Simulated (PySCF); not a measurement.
Species: C3H2ClNO.
Cartesian coordinates in Å at the PBE0-D3(BJ)/def2-SVP level; atoms count from 1:
```xyz
8
C3H2ClNO angstrom
Cl     1.923   -0.530    0.415
C      0.242   -0.789    0.327
C     -0.770    0.210    0.270
C     -1.903   -0.540    0.212
O     -1.597   -1.837    0.234
N     -0.248   -2.000    0.306
H     -0.652    1.289    0.272
H     -2.962   -0.296    0.156
```

The calculation used MP2 and CCSD/aug-cc-pVDZ in PySCF, restricted Hartree–Fock reference, frozen core, non-relativistic, gas phase, PBE0-D3(BJ)/def2-SVP geometry.

E(HF) = -703.53935 Eh.

(1) How large is the problem?

(2) What are the MP2 and CCSD correlation energies?

(3) What is the T1 diagnostic?

(4) How does correlation change the dipole moment?

Results:

(1) 160 basis functions and 52 electrons; 10 orbitals frozen, which leaves o = 16 correlated occupied and v = 134 virtual orbitals. That is o·v = 2144 singles and o·v(o·v + 1)/2 = 2299440 distinct closed-shell doubles amplitudes before symmetry; the costliest CCSD step grows as o²v⁴ = 8.3 × 10^10.

(2) MP2 -0.9132 Eh and CCSD -0.9346 Eh, which gives totals of -704.45257 and -704.47393 Eh. That is 0.795 eV for each correlated electron at CCSD (2454 kJ/mol in all, 0.133 % of the total energy); MP2 gives 97.7 % of the CCSD value.

(3) 0.0154, below the customary warning level of 0.02. It is the norm of the spatial-orbital singles amplitudes over the root of the number of correlated electrons, so the norm is 0.087.

(4) HF gives 3.54 D and CCSD (unrelaxed density) 3.19 D, a change of -0.35 D.

No triples correction and no basis-set extrapolation were made.

The job also held the EOM ionisation roots. The run took 7.1 min wall on an Arm Neoverse V2 with one thread (shared host), and the process peaked at 2.9 GiB of memory.
